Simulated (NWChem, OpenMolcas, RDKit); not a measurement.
**A ladder of methods for P4 (SMILES P12P3P1P23)**

The species is P4 (4 atoms), meant as a singlet with charge 0. SMILES: `P12P3P1P23`. The coordinates come from a PBE0-D4/def2-TZVP relaxation.

| atom | x (Å) | y (Å) | z (Å) |
| --- | --- | --- | --- |
| P | -0.7248 | -0.1000 | 1.1194 |
| P | 1.2949 | 0.1098 | 0.3157 |
| P | -0.1850 | -1.0917 | -0.7498 |
| P | -0.3851 | 1.0819 | -0.6852 |

Each level gives the HOMO–LUMO gap (eV). The values are calculated.

```json
{"level": "extended Hückel", "kind": "semi-empirical", "program": "RDKit", "value (eV)": "15.13", "CPU time": "under 2 s"}
{"level": "HF/def2-SVPD", "kind": "Hartree–Fock", "program": "OpenMolcas", "value (eV)": "12.17", "CPU time": "10 s"}
{"level": "SVWN5/def2-SVPD", "kind": "LDA", "program": "OpenMolcas", "value (eV)": "5.15", "CPU time": "17 s"}
{"level": "PBE/def2-SVPD", "kind": "GGA", "program": "NWChem", "value (eV)": "5.17", "CPU time": "13 s"}
{"level": "M06-L/def2-SVPD", "kind": "meta-GGA", "program": "OpenMolcas", "value (eV)": "5.48", "CPU time": "28 s"}
{"level": "TPSS/def2-SVPD", "kind": "meta-GGA", "program": "NWChem", "value (eV)": "5.33", "CPU time": "17 s"}
{"level": "BHLYP/def2-SVPD", "kind": "global hybrid", "program": "NWChem", "value (eV)": "8.77", "CPU time": "14 s"}
{"level": "CAM-B3LYP/def2-SVPD", "kind": "range-separated hybrid", "program": "NWChem", "value (eV)": "9.23", "CPU time": "64 s"}
{"level": "B2PLYP/def2-SVPD", "kind": "double hybrid", "program": "NWChem", "value (eV)": "8.99", "CPU time": "13 s"}
```

The values span 5.15 to 15.13 eV. Orbital gaps aren't excitation energies, and those of double hybrids come from the SCF part alone; they tend to grow with the share of exact exchange. CPU times are rough (shared hosts, several kinds of processor): they show what a rung costs within a factor of a few.
